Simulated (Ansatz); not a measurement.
Species: SiH2, charge 0, singlet. SiH2 (SMILES [SiH2]).
B3LYP-D3(BJ)/def2-TZVP minimum from Ansatz (a quantum-chemistry and plane-wave program):
```xyz
3

Si     0.0052     0.0009     0.1327
H     -0.0342     1.0849    -0.9366
H     -0.0389    -1.0973    -0.9218
```

Total energies in cc-pV(5+d)Z, 6 correlated electrons, 5 frozen orbitals. Open shells are spin-unrestricted; no spin-orbit coupling. Correlated methods leave the cores frozen. No relativity. The restricted determinant of H2Si ([SiH2], singlet) is unstable towards broken spin symmetry in at least one set run.

```json
[
 {"method": "HF", "program": "Ansatz", "energy (Eh)": "-290.03513", "minus CCSDT(Q) (mEh)": "148.99"},
 {"method": "MP2", "program": "Ansatz", "energy (Eh)": "-290.15505", "minus CCSDT(Q) (mEh)": "29.07"},
 {"method": "CCSD", "program": "Ansatz", "energy (Eh)": "-290.17891", "minus CCSDT(Q) (mEh)": "5.21"},
 {"method": "CCSD(T)", "program": "Ansatz", "energy (Eh)": "-290.18322", "minus CCSDT(Q) (mEh)": "0.89"},
 {"method": "UCCSD(T)", "program": "Ansatz", "energy (Eh)": "-290.18290", "minus CCSDT(Q) (mEh)": "1.22"},
 {"method": "CCSDT(Q)", "program": "Ansatz", "energy (Eh)": "-290.18412", "minus CCSDT(Q) (mEh)": "0.00"}
]
```
